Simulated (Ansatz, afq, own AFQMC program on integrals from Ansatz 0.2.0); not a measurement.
## H₂S, triplet in cc-pVTZ, levels against CCSDT(Q)

| atom | x (Å) | y (Å) | z (Å) |
| --- | --- | --- | --- |
| H | 0.0000 | 0.0000 | -1.0837 |
| H | 0.0000 | 0.0000 | -0.2247 |
| S | 0.0000 | 0.0000 | 1.3083 |

Basis cc-pVTZ. Noble-gas cores (and the filled d shells of Ga–Kr and In–Xe) are frozen. Integrals, coupled cluster, full CI and functionals: Ansatz 0.2.0; the random walks run on the same integrals in our own AFQMC program. ph-AFQMC/CISD is guided by a CISD state made of CCSD amplitudes; releasing the constraint for a short imaginary time cuts its bias at the price of noise, slowly where states lie close. Uncertainties: one standard error, sampling alone.

Determinant: UHF, the one that the program's search chose, which needn't be the lowest solution. The geometry is a point of a scan.

No full CI on the walks' own integrals is used here; CCSDT(Q) serves as the reference and is uncertain by about the last step of the cluster series.

Cautions: lower spins were not checked; the ph-AFQMC/HF walk drifts between its halves (2.2 errors).

```
T1 diagnostic                               : 0.0148
weight of the determinant in the CISD state : 0.908
⟨S²⟩ of the determinant                     : 2.039
size of the correlated space                : 8 electrons in 57 orbitals
```

Reference: CCSDT(Q), correlation energy -5.439 eV. The released energy is read at 2.40 1/Eh (meV from the phaseless value at times in 1/Eh: -1.9 ± 1.9 at 0.24, -2.7 ± 2.2 at 0.51, -6.2 ± 1.9 at 0.99, -5.7 ± 1.7 at 1.62, -7.7 ± 2.0 at 2.40).

```
         level  E − E(reference) (kJ/mol)  share of correlation (%)
            HF                      524.8                      0.00
           MP2                       97.8                     81.36
          CCSD                       20.7                     96.06
       CCSD(T)                        3.1                     99.41
         CCSDT                        0.6                     99.88
   ph-AFQMC/HF                  9.2 ± 1.9                     98.25
 ph-AFQMC/CISD                  0.8 ± 0.2                     99.85
released AFQMC                  0.0 ± 0.2                    100.00
```

A walk keeps the symmetry of its determinant, which the program's search chose and which needn't be the lowest solution, so a lower state of the same spin and another symmetry isn't excluded. Released energies are given only where the last usable release times agree within the noise; a slower fall can still hide under it.
